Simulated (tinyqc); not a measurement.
Orbital energy against energy difference: ionisation energy by orbital energies and by energy differences in the 6-31g basis, for LiH, spin multiplicity 1. Computed by the program tinyqc with PySCF. The cation is unrestricted; errors are against CCSD(T) in this basis, not against experiment.

Geometry (angstrom):
```
atom       x       y       z
Li    0.0000  0.0000  0.0000
H     0.0000  0.0000  1.4430
```

CCSD(T) difference in the same basis = 7.7775 eV

IP-EOM-CCSD = 7.7774 eV

First vertical ionisation energy (eV):
```
method     -e(HOMO)  E(cation) - E  error of -e(HOMO)  error of the difference
HF           8.4024       7.284434             0.6249                  -0.4931
LDA          4.5211       8.490472            -3.2564                   0.7130
B3LYP        5.4804       8.574636            -2.2971                   0.7971
PBE0         5.6198       8.289665            -2.1576                   0.5122
CAM-B3LYP    7.0428       8.557331            -0.7347                   0.7798
LC-wPBE      8.3709       8.369767             0.5934                   0.5923
```

Estimate the missing row, method = PBE.

Computed row:
```
method  -e(HOMO)  E(cation) - E  error of -e(HOMO)  error of the difference
PBE       4.5157       8.330760            -3.2618                   0.5533
```

Koopmans errs by +0.62 eV and Delta-HF by -0.49 eV: relaxation, 1.12 eV, lowers the value and the missing correlation difference works against it. The PBE level is off by -3.3 eV through the wrong tail of its potential, though its energy difference is off by +0.55 eV; exact exchange deepens the level, and among the orbital energies LC-wPBE comes closest; among the differences HF does.
